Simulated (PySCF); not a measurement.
## LiB: everyday levels beside a composite calculation

PySCF; the state is a triplet (σ ↑, π ↑). The composite is CCSD(T) extrapolated to the basis-set limit from two correlation-consistent sets, with core-valence (CV) and scalar-relativistic (SR) terms as its label shows; it has no spin–orbit coupling and nothing beyond (T). Here it is CCSD(T)/CBS(TQ)+CV+SR. It gives Re = 2.130 Å, ωe = 549 cm⁻¹ and De = 1.25 eV to Li + B.

```json
{"level": "UHF", "basis": "6-31G(d,p)", "relativity": "no relativity", "Re (Å)": "2.144", "ωe (cm⁻¹)": "573", "De (eV)": "0.70"}
{"level": "UHF", "basis": "def2-SVPD", "relativity": "no relativity", "Re (Å)": "2.143", "ωe (cm⁻¹)": "579", "De (eV)": "0.88"}
{"level": "UHF-MP2", "basis": "6-31G(d,p)", "relativity": "no relativity", "Re (Å)": "2.142", "ωe (cm⁻¹)": "565", "De (eV)": "0.98"}
{"level": "UHF-MP2", "basis": "cc-pVTZ", "relativity": "no relativity", "Re (Å)": "2.126", "ωe (cm⁻¹)": "563", "De (eV)": "1.21"}
{"level": "UHF-CCSD", "basis": "def2-TZVPP", "relativity": "no relativity", "Re (Å)": "2.136", "ωe (cm⁻¹)": "549", "De (eV)": "1.10"}
{"level": "UHF-CCSD(T)", "basis": "cc-pVTZ", "relativity": "no relativity", "Re (Å)": "2.132", "ωe (cm⁻¹)": "547", "De (eV)": "1.21"}
{"level": "r²SCAN", "basis": "3-21G", "relativity": "no relativity", "Re (Å)": "2.212", "ωe (cm⁻¹)": "523", "De (eV)": "1.51"}
{"level": "r²SCAN", "basis": "def2-SVPD", "relativity": "no relativity", "Re (Å)": "2.150", "ωe (cm⁻¹)": "550", "De (eV)": "1.62"}
{"level": "PBE0", "basis": "def2-TZVP", "relativity": "no relativity", "Re (Å)": "2.130", "ωe (cm⁻¹)": "547", "De (eV)": "1.33"}
{"level": "CAM-B3LYP", "basis": "3-21G", "relativity": "no relativity", "Re (Å)": "2.160", "ωe (cm⁻¹)": "558", "De (eV)": "1.23"}
```

Give the difference of each row from the composite.



```
      level       basis  ΔRe (pm)  Δωe (%)  ΔDe (eV)
        UHF  6-31G(d,p)      +1.4     +4.4     -0.55
        UHF   def2-SVPD      +1.3     +5.5     -0.37
    UHF-MP2  6-31G(d,p)      +1.2     +2.9     -0.27
    UHF-MP2     cc-pVTZ      -0.4     +2.6     -0.04
   UHF-CCSD  def2-TZVPP      +0.6     +0.0     -0.15
UHF-CCSD(T)     cc-pVTZ      +0.2     -0.4     -0.04
     r²SCAN       3-21G      +8.2     -4.7     +0.26
     r²SCAN   def2-SVPD      +2.0     +0.2     +0.37
       PBE0   def2-TZVP      +0.0     -0.4     +0.08
  CAM-B3LYP       3-21G      +3.0     +1.6     -0.02
```

Which rows come closest in De?

CAM-B3LYP in 3-21G (-0.02 eV), counted from the composite.

Correlated steps freeze the inner cores (1 to 2 orbitals); shallow outer-core shells are correlated. Correlated levels converge slowly with the basis: in double zeta they bind strong bonds too weakly, by up to about 1 eV, and carry superposition errors of some tenths. 3-21G is very small, so such numbers show the basis as much as the molecule. The state was picked by a PBE0 search and need not be the measured ground state.
